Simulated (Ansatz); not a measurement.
Relaxation of CH₃MgO (6 atoms, charge 0, multiplicity 2), to a largest force component of 0.015 eV/Å in at most 40 steps.

Computed with UKS B3LYP/def2-SVP in Ansatz 0.2.0.

```xyz
6
Properties=species:S:1:pos:R:3:forces:R:3
C 0.509 -0.178 0.039 -1.70 2.77 -0.12
O -0.306 0.930 -0.448 -1.39 -1.15 0.47
Mg -2.229 0.411 -0.074 1.42 0.73 -0.46
H 0.247 -1.051 -0.511 -0.02 -1.62 -0.36
H 1.538 0.069 -0.166 0.99 -0.01 0.18
H 0.282 -0.245 1.114 0.71 -0.73 0.29
```

Where does it end, and by what steps?

It converged. After 7 steps the energy has fallen by 0.761 eV; O2 moved furthest, 0.79 Å.

| step | energy less start (eV) | largest force component (eV/Å) | accepted |
| --- | --- | --- | --- |
| 0 | 0.0000 | 2.770 | yes |
| 1 | -0.3882 | 1.483 | yes |
| 2 | -0.5776 | 0.937 | yes |
| 3 | -0.6812 | 0.345 | yes |
| 4 | -0.7074 | 0.987 | yes |
| 5 | -0.7598 | 0.113 | yes |
| 6 | -0.7612 | 0.029 | yes |
| 7 | -0.7612 | 0.002 | yes |

```xyz
6
Properties=species:S:1:pos:R:3
C 0.497 -0.241 0.077
O -0.736 0.340 -0.137
Mg -2.338 1.088 -0.413
H 0.597 -1.218 -0.441
H 1.330 0.397 -0.287
H 0.691 -0.431 1.154
```

The run took 83 s on 1 thread of Intel(R) Xeon(R) Processor @ 2.50GHz (Skylake/Cascade Lake), on a shared host, peak memory 0.15 GiB.
